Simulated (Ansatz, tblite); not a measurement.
Removing an electron: Mg₃⁻. The state is a doublet with charge -1. Geometry: r2SCAN/def2-TZVPD. Ansatz, gas phase; energy differences of separate SCF runs; the oxidised species is a singlet (the triplet lies 1.29 eV higher at PBE0/def2-TZVPD).

```xyz
3

Mg    1.629    0.516    0.374
Mg   -1.258    0.129    1.209
Mg   -0.371   -0.646   -1.583
```

The xTB rows come from tblite. The structure comes from a short search, and lower isomers may exist.

Task: Estimate orbital energies and vertical ionisation energies at: GFN1-xTB; GFN2-xTB; PBE/def2-TZVPD; r2SCAN/def2-TZVPD; PBE0/def2-TZVPD.

Result: 
| level | −HOMO (eV) | vertical IE (eV) | −LUMO (eV) | HOMO–LUMO gap (eV) | remarks |
| --- | --- | --- | --- | --- | --- |
| GFN1-xTB | – | 2.56 | – | – | – |
| GFN2-xTB | – | -2.34 | – | – | – |
| PBE/def2-TZVPD | -0.82 | 0.88 | -1.27 | 0.45 | HOMO above zero (-1 doublet), restricted SCF unstable in HF (singlet) |
| r2SCAN/def2-TZVPD | -0.58 | 1.03 | -1.28 | 0.70 | HOMO above zero (-1 doublet), restricted SCF unstable in HF (singlet) |
| PBE0/def2-TZVPD | -0.30 | 0.87 | -1.71 | 1.42 | HOMO above zero (-1 doublet), restricted SCF unstable in HF (singlet) |

Run but left out: HF/def2-TZVPPD, MP2/def2-TZVPPD, CCSD/def2-TZVPPD, CCSD(T)/def2-TZVPPD (doublet: ⟨S²⟩ 1.48, where a pure state has 0.75).  A HOMO above zero means that the electron is unbound at that level or that self-interaction error raises the level; the energy of removing that electron tells which. HOMO and LUMO are the levels of the spin that leaves or enters (xTB has no such levels and no spin-polarisation term). Other spin states of the ions may lie lower, which would lower the ionisation energy or raise the affinity. Raw xTB energy differences between charge states are shifted by several eV; the methods need an empirical correction for them.
